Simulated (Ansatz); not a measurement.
## Te (model structure, started from the hcp type, P6₃/mmc, No. 194, 2 atoms in the cell): properties by level of theory

| level (code) | equilibrium lattice constant a (Å) | c axis length (Å) |
|---|---|---|
| PBE (Ansatz) | (withheld) | (withheld) |
| PBEsol (Ansatz) | 3.945 | 4.383 |
| PBE-D3(BJ) (Ansatz) | 3.943 | (withheld) |

Problem. Complete the blanks.

Solution. 
- PBE (Ansatz, a program for electronic structure), equilibrium lattice constant a (Å): 4.068
- PBE (Ansatz), c axis length (Å): 4.392
- PBE-D3(BJ) (Ansatz), c axis length (Å): 4.399

Ansatz's density-functional and Hartree–Fock values are scalar-relativistic unless marked +SOC, with PAW data made under PBE.

Computed values are for the static lattice.

A model structure was made by putting elements into a prototype or built by hand; it is no filed structure, need not be a known phase, and can be a saddle point held by its symmetry.
